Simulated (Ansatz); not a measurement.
Geometry optimisation, RKS PBE/def2-SVP in Ansatz 0.2.0.

input.yaml

```yaml
crystal:
  periodic: [false, false, false]
  atoms:
    - { symbol: "N", position_ang: [-0.5299, -0.1859, 1.0959] }
    - { symbol: C, position_ang: [0.3484, -0.177, -0.0154] }
    - { symbol: F, position_ang: [1.6113, -0.5804, 0.2187] }
    - { symbol: C, position_ang: [-0.0548, -0.0652, -1.3453] }
    - { symbol: "N", position_ang: [0.1914, 1.0347, -0.907] }
    - { symbol: H, position_ang: [-1.0029, 0.803, 1.0669] }
    - { symbol: H, position_ang: [-0.0053, -0.1539, 1.9471] }
    - { symbol: H, position_ang: [-0.466, -0.7322, -2.1168] }
basis:
  gaussian: { orbitals: def2-SVP }
hamiltonian:
  xc: pbe
relax:
  f_tol: 0.015
  max_steps: 40
```

Run as:

```bash
$ ansatz run input.yaml --threads 1 --pin off --max-ram 2048MiB --backend cpu --events-out ev --progress --plain --runs-dir out
```

Problem. Where does it end, and by what steps?

Solution. The run converged. After 15 steps the energy has fallen by 0.657 eV; H6 moved furthest, 0.54 Å.

| step | energy less start (eV) | largest force component (eV/Å) | accepted |
| --- | --- | --- | --- |
| 0 | 0.0000 | 6.378 | yes |
| 1 | -0.4696 | 2.079 | yes |
| 2 | -0.5873 | 0.437 | yes |
| 3 | -0.5899 | 0.668 | yes |
| 4 | -0.6298 | 0.262 | yes |
| 5 | -0.6341 | 0.092 | yes |
| 6 | -0.6380 | 0.054 | yes |
| 7 | -0.6291 | 0.799 | no |
| 8 | -0.6460 | 0.106 | yes |
| 9 | -0.6497 | 0.294 | yes |
| 10 | -0.6419 | 0.372 | no |
| 11 | -0.6551 | 0.155 | yes |
| 12 | -0.6563 | 0.047 | yes |
| 13 | -0.6564 | 0.047 | yes |
| 14 | -0.6567 | 0.018 | yes |
| 15 | -0.6567 | 0.014 | yes |

```xyz
8
Properties=species:S:1:pos:R:3
N -0.413 -0.155 1.185
C 0.377 -0.158 0.014
F 1.583 -0.748 0.276
C -0.109 -0.113 -1.334
N 0.449 0.985 -0.961
H -1.291 0.352 1.043
H 0.100 0.286 1.961
H -0.604 -0.506 -2.241
```

Run time: 34 s on 1 thread of Arm Neoverse V2, with other jobs on the host, peak memory 0.15 GiB.
